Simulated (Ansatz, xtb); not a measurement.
# Ranking isomers of C2H2P

3 gas-phase structures of C2H2P, found in a search over its isomers (lower ones may exist). Each was relaxed with GFN2-xTB:

A. `C=C=[P]`, a doublet
B. `C1=C[P]1`, a doublet
C. `C#C[PH]`, a doublet

Task: Make a reasoned guess at their ranking by r2SCAN-D4/def2-SVP single-point energy.

Result: Calculated order at r2SCAN-D4/def2-SVP: A (0.000), B (0.616), C (0.749) eV.

Energies above the lowest of each column, in eV; the last columns are at PBE0-D3(BJ)/def2-SVP geometries:

| structure | GFN2-xTB | HF/STO-3G | r2SCAN-D4/def2-SVP | PBE0-D3(BJ)/def2-SVP | CCSD(T)/def2-TZVP |
| --- | --- | --- | --- | --- | --- |
| A | 0.000 | 0.000 | 0.000 | 0.000 | 0.000 |
| B | 0.598 | 1.314 | 0.616 | 0.453 | 0.509 |
| C | 0.364 | 0.686 | 0.749 | 0.682 | 0.545 |

Every level run on A puts it lowest or level with the lowest. Open shells are spin-unrestricted, some with notable spin contamination. Large T1 diagnostics make some coupled-cluster values less sure.

Programs: Ansatz 0.2.0, xtb 6.7.1.
